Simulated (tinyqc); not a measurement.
Inside a calculation (part 2 of 2). Method: CIS and TDHF on RHF in the sto-3g basis, for H2F+, spin multiplicity 1. Computed by tinyqc, a small Python program that keeps every step (integrals from PySCF). Command: `OMP_NUM_THREADS=1 python tinyqc.py 28737 28738 out.jsonl` (the two numbers bound the seeds that draw the settings). One thread of a shared host (Intel(R) Xeon(R) Processor @ 2.60GHz), about 0.09 s of CPU time with the checks.

Geometry (angstrom):
```
atom,x,y,z
F,0.000000,0.000000,0.000000
H,0.000000,0.883000,0.670000
H,0.000000,-0.888000,0.674000
```

## CIS triplet states

CIS matrix A, triplet (hartree), lower triangle:
```
,1>6,1>7,2>6,2>7,3>6,3>7,4>6,4>7,5>6,5>7
1>6,25.822159
1>7,0.000272,25.867159
2>6,0.005472,-0.000018,1.351177
2>7,-0.000018,0.006965,-0.000401,1.437429
3>6,0.000239,-0.008566,0.003324,-0.083860,0.477491
3>7,-0.008566,-0.000508,-0.083860,-0.004326,-0.000362,0.542765
4>6,-0.014750,-0.000218,-0.063776,-0.000562,0.002705,-0.053345,0.417688
4>7,-0.000218,-0.003286,-0.000562,-0.010448,-0.053345,-0.002314,0.001177,0.499461
5>6,0.000000,0.000000,0.000000,0.000000,0.000000,0.000000,0.000000,0.000000,0.386156
5>7,0.000000,0.000000,0.000000,0.000000,0.000000,0.000000,0.000000,0.000000,0.000063,0.463152
```

Diagonalise A (1 hartree = 27.211386 eV); each vector has its largest component positive (the first on a tie).

triplet excitation energies (eV): 10.507846  10.599375  11.670376  12.602998  14.714093  15.204132  37.099087  39.313769  702.657055  703.881443

lowest vectors:
```
,state 1,state 2,state 3,state 4,state 5,state 6
1>6,0.000000,0.000640,0.000034,0.000000,0.000011,0.000076
1>7,0.000000,-0.000003,0.000326,0.000000,-0.000088,0.000013
2>6,0.000000,0.093711,0.003941,0.000000,0.006365,0.066809
2>7,0.000000,-0.001955,0.072085,0.000000,-0.047204,0.005786
3>6,0.000000,-0.047163,0.788936,0.000000,-0.606121,0.023634
3>7,0.000000,0.371749,0.039442,0.000000,0.058393,0.920493
4>6,0.000000,0.922055,0.040440,0.000000,-0.034155,-0.378461
4>7,0.000000,-0.024638,0.607600,0.000000,0.791057,-0.066371
5>6,1.000000,0.000000,0.000000,0.000814,0.000000,0.000000
5>7,-0.000814,0.000000,0.000000,1.000000,0.000000,0.000000
```

## TDHF (RPA) triplet states

Given earlier and not repeated: Two-electron integrals over orbitals (pq|rs).

B(ia,jb) = - (ib|ja); the squared energies are the eigenvalues of (A - B)(A + B); 1 hartree = 27.211386 eV.

TDHF matrix B, triplet (hartree), lower triangle:
```
,1>6,1>7,2>6,2>7,3>6,3>7,4>6,4>7,5>6,5>7
1>6,-0.018869
1>7,-0.000179,-0.014932
2>6,-0.006708,0.000200,-0.073238
2>7,0.000199,-0.015564,-0.000681,-0.055681
3>6,-0.000020,0.004814,0.001550,-0.063960,-0.065113
3>7,-0.003205,0.000135,-0.024452,-0.002331,0.001033,-0.164443
4>6,-0.000079,-0.000216,-0.059189,-0.001094,0.003379,-0.045963,-0.092452
4>7,-0.000109,0.006613,-0.001621,0.009939,-0.100186,-0.002287,0.000546,-0.052203
5>6,0.000000,0.000000,0.000000,0.000000,0.000000,0.000000,0.000000,0.000000,-0.024224
5>7,0.000000,0.000000,0.000000,0.000000,0.000000,0.000000,0.000000,0.000000,-0.000199,-0.019025
```

squared energies w^2 (hartree^2): 0.124345  0.148530  0.156484  0.214147  0.289172  0.294803  1.850389  2.079141  666.784028  669.109459

TDHF energies from the positive w^2 (eV): 9.595453  10.487150  10.764305  12.592359  14.632844  14.774640  37.015383  39.236718  702.656812  703.881015
